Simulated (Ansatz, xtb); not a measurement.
Molecule: C₄H₄N, charge 0, multiplicity 2. It need not be the lowest isomer of its formula. 
Coordinates optimised at B3LYP-D3(BJ)/def2-TZVP (Ansatz, a program for electronic structure):
```
C
C 1 1.3720
H 2 1.0762 1 131.33
H 1 1.0778 2 125.81 3 0.00
N 2 1.3836 3 121.13 1 -180.00
H 5 1.0035 2 126.04 3 0.00
C 5 1.3541 6 126.03 2 -180.00
C 7 1.3627 5 111.38 6 180.00
H 8 1.0753 7 127.81 5 -180.00
```
Charge 0, spin multiplicity 2.

Harmonic wavenumbers from GFN2-xTB (xtb, at its own minimum), cm⁻¹: 337, 540, 572, 744, 783, 800, 813, 828, 1034, 1063, 1099, 1177, 1198, 1333, 1367, 1446, 1549, 3150, 3163, 3191, 3485.

Give the harmonic wavenumbers at B3LYP-D3(BJ)/def2-TZVP (Ansatz, finite differences of forces, unscaled).

303, 455, 621, 684, 750, 847, 857, 892, 1024, 1061, 1105, 1173, 1259, 1363, 1403, 1454, 1553, 3237, 3265, 3271, 3670 cm⁻¹. Zero-point energy 43.2 kcal/mol.

From these and the geometry, give the ideal-gas thermochemistry at 298.15 K and 1 atm (rigid rotor, harmonic oscillator).

Point group Cs, rotational symmetry number 1. Rotational constants 10.29, 8.93, 4.78 GHz. S(trans) 38.48, S(rot) 24.11, S(vib) 4.02, S(elec, spin only) 1.38, S 68.0 cal/(mol K). H(298) - H(0) 3.23 kcal/mol; G - E(el) 26.2 kcal/mol.
